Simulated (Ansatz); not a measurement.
Born–Oppenheimer molecular dynamics of BClH₂O (5 atoms, charge 0, multiplicity 1). It starts from a relaxed structure.

Computed with RHF/def2-SVPD (Ansatz).

* ensemble: NVT, Langevin thermostat
* time step: 1 fs
* steps asked: 150
* set temperature: 1000 K
* friction: 0.02 /fs
* seed: 98956

First frame:

```xyz
5
Properties=species:S:1:pos:R:3
B 0.016 -0.107 -0.057
H -0.014 -0.078 1.135
Cl 1.568 0.188 -0.870
O -1.055 -0.350 -0.811
H -1.857 -0.500 -0.338
```

(1) What does the run give?

(2) What happens to the structure?

(3) How do temperature and energy run in time?

## Answers

(1) All steps were run.

```json
{
  "steps done": "150",
  "time covered": "150 fs",
  "mean temperature over the second half": "908 K",
  "spread of the potential energy over the second half": "24.3 meV per atom",
  "mean potential energy of the second half above the start": "62.1 meV per atom"
}
```

A run of 0.15 ps of so small a system gives no equilibrium averages.

(2) The same pairs are bonded in the first frame and the last. Pairs count as bonded within 1.25 times the sum of covalent radii (0.12 Å more for H–H). This is one draw of velocities; another would differ in detail.

(3) 
| time (fs) | T (K) | potential energy less start (eV) |
| --- | --- | --- |
| 0 | 800 | 0.000 |
| 7 | 575 | 0.242 |
| 14 | 715 | 0.337 |
| 21 | 1204 | 0.323 |
| 28 | 870 | 0.480 |
| 35 | 780 | 0.448 |
| 42 | 849 | 0.278 |
| 49 | 957 | 0.157 |
| 56 | 1215 | 0.211 |
| 63 | 1022 | 0.399 |
| 70 | 1014 | 0.458 |
| 77 | 751 | 0.430 |
| 84 | 1197 | 0.243 |
| 91 | 838 | 0.388 |
| 98 | 792 | 0.170 |
| 105 | 579 | 0.218 |
| 112 | 731 | 0.225 |
| 119 | 971 | 0.285 |
| 126 | 1076 | 0.244 |
| 133 | 927 | 0.260 |
| 140 | 1333 | 0.174 |
| 147 | 962 | 0.552 |

Run time: 2.3 min on 1 thread of Intel(R) Xeon(R) Platinum 8488C (Sapphire Rapids) (shared host), peak memory 0.15 GiB.
